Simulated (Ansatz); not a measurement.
# Bismuth, A7 rhombohedral under LDA: how the plane-wave cutoff moves the result

How high must the plane-wave cutoff be for energy and pressure to settle? The geometry was relaxed under LDA beforehand and stays fixed; 9 values are run, from 150 to 800 eV. Wanted are the values from which on the energy stays within 10 and 1 meV/atom, and the pressure within 0.5 GPa, of the last run. Within the series other settings stay, but some runs also write fields, which adds to their time. Spin polarisation is left out.

Program: Ansatz 0.2.0. Level of theory: DFT LDA, plane waves with PAW, scalar-relativistic. These are calculated values, not measurements.

## 1. Starting point

It takes space group R-3m (No. 166, trigonal). The conventional cell has a = 4.490 Å, b = 4.490 Å, c = 11.517 Å, α = 90.00°, β = 90.00°, γ = 120.00°. Around Bi (site symmetry 3m) lie 6 Bi at 3.06 to 3.41 Å.

As a file:

```cif
data_structure
_symmetry_space_group_name_H-M 'R-3m:H'
_symmetry_Int_Tables_number 166
_cell_length_a 4.4903
_cell_length_b 4.4903
_cell_length_c 11.5165
_cell_angle_alpha 90.000
_cell_angle_beta 90.000
_cell_angle_gamma 120.000
_cell_volume 201.10
loop_
_atom_site_label
_atom_site_type_symbol
_atom_site_symmetry_multiplicity
_atom_site_Wyckoff_symbol
_atom_site_fract_x
_atom_site_fract_y
_atom_site_fract_z
_atom_site_occupancy
Bi1 Bi 6 c 0.33333 0.66667 0.90378 1
```

## 2. A run at the usual settings, for scale

Input file input.yaml:

```yaml
crystal:
  lattice:
    - [2.2451514826, 1.2962388128, 3.8388382945]
    - [-2.2451514826, 1.2962388128, 3.8388382945]
    - [0.0, -2.5924776257, 3.8388382945]
  atoms:
    - { symbol: Bi, position: [0.2371145469, 0.2371145469, 0.2371145469] }
    - { symbol: Bi, position: [0.7628854531, 0.7628854531, 0.7628854531] }
hamiltonian:
  xc: lda
  pseudopotentials:
    kind: paw
    azcp:
      Bi: "pseudopotentials/Bi.paw.azcp"
basis:
  ecutwfc: 420
  fft_grid_basis: typed
kpoints:
  mp_grid: { grid: [14, 14, 14], shift: [0, 0, 0] }
magnetization:
  spin_polarized: false
scf:
  occupations: { method: fermi_dirac, width: 0.1 }
  lower_state_search: "off"
output:
  stress: true
```

Command:

```console
$ ansatz run input.yaml --threads 2 --pin off --max-ram 5120MiB --backend cpu --events-out ev --progress --plain --runs-dir out
```

## 3. Cutoff 150 eV

The run at 150 eV.

Changes to input.yaml since step 2:

```diff
@@ -15,6 +15,6 @@
 basis:
-  ecutwfc: 420
+  ecutwfc: 150
   fft_grid_basis: typed
 kpoints:
-  mp_grid: { grid: [14, 14, 14], shift: [0, 0, 0] }
+  mp_grid: { grid: [9, 9, 9], shift: [0, 0, 0] }
 magnetization:
@@ -26 +26,5 @@
   stress: true
+  write_density: true
+  write_potential: true
+  elf: true
+  volumetric_format: npy
```

## 4. Cutoff 200 eV

The run at 200 eV.

Changes to input.yaml since step 3:

```diff
@@ -15,3 +15,3 @@
 basis:
-  ecutwfc: 150
+  ecutwfc: 200
   fft_grid_basis: typed
@@ -26,5 +26 @@
   stress: true
-  write_density: true
-  write_potential: true
-  elf: true
-  volumetric_format: npy
```

## 5. Cutoff 250 eV

The run at 250 eV.

Changes to input.yaml since step 4:

```diff
@@ -15,3 +15,3 @@
 basis:
-  ecutwfc: 200
+  ecutwfc: 250
   fft_grid_basis: typed
```

## 6. Cutoff 300 eV

The run at 300 eV.

Changes to input.yaml since step 5:

```diff
@@ -15,3 +15,3 @@
 basis:
-  ecutwfc: 250
+  ecutwfc: 300
   fft_grid_basis: typed
```

## 7. Cutoff 350 eV

The run at 350 eV.

Changes to input.yaml since step 6:

```diff
@@ -15,3 +15,3 @@
 basis:
-  ecutwfc: 300
+  ecutwfc: 350
   fft_grid_basis: typed
```

## 8. Cutoff 420 eV

The run at 420 eV.

Changes to input.yaml since step 7:

```diff
@@ -15,3 +15,3 @@
 basis:
-  ecutwfc: 350
+  ecutwfc: 420
   fft_grid_basis: typed
```

## 9. Cutoff 500 eV

The run at 500 eV.

Changes to input.yaml since step 8:

```diff
@@ -15,3 +15,3 @@
 basis:
-  ecutwfc: 420
+  ecutwfc: 500
   fft_grid_basis: typed
```

## 10. Cutoff 600 eV

The run at 600 eV.

Changes to input.yaml since step 9:

```diff
@@ -15,3 +15,3 @@
 basis:
-  ecutwfc: 500
+  ecutwfc: 600
   fft_grid_basis: typed
```

## 11. Cutoff 800 eV

The run at 800 eV.

Changes to input.yaml since step 10:

```diff
@@ -15,3 +15,3 @@
 basis:
-  ecutwfc: 600
+  ecutwfc: 800
   fft_grid_basis: typed
@@ -26 +26,5 @@
   stress: true
+  write_density: true
+  write_potential: true
+  elf: true
+  volumetric_format: npy
```

(Steps that only read results are left out.)

Q: Predict the outcome of this session.

The runs gave:

| quantity | value |
| --- | --- |
| E(σ → 0) stays within 10 meV/atom of 800 eV | from 350 eV on |
| E(σ → 0) stays within 1 meV/atom | from 500 eV on |
| pressure stays within 0.5 GPa | from 250 eV on |
| pressure at 800 eV | 0.00 GPa |
| CPU time, dearest over cheapest | 9.3 |
| run at the usual settings (mesh 14×14×14 against the series' 9×9×9, 420 eV) | +6.7 meV/atom from 800 eV, 0.03 GPa |

At 150 eV the energy differs by +68331 meV/atom and the pressure by +2.1 GPa. Each step up in cutoff lowers the energy. 1 meV/atom is reached at 500 eV; energy differences often converge earlier, as errors cancel. The cell taken over is 5 % smaller than the measured one (35.39 Å³/atom, COD).
